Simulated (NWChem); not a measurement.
**Dipole moment of FLi**

```
F
Li 1 1.5290
```
Charge 0, spin multiplicity 1.

Everything below was run with NWChem. All single points use one geometry, from B3LYP/def2-SVP, a minimum by its harmonic frequencies.

Basis set: aug-cc-pVDZ. The CCSD dipole comes from the Λ equations, without orbital relaxation.

The correlated methods keep 1 core orbital frozen. B3LYP has NWChem's definition, with VWN1-RPA local correlation. The structure started from a generated list of species. Coupled-cluster values serve here as a point of comparison, not as the truth.

```csv
method,dipole moment (D)
PBE,5.99
LDA (SVWN5),5.98
HF,[?]
B3LYP,[?]
CCSD,[?]
```

Question: Fill in the missing entries.

Answer: 
- HF, dipole moment (D): 6.35
- B3LYP, dipole moment (D): 6.09
- CCSD, dipole moment (D): 6.21
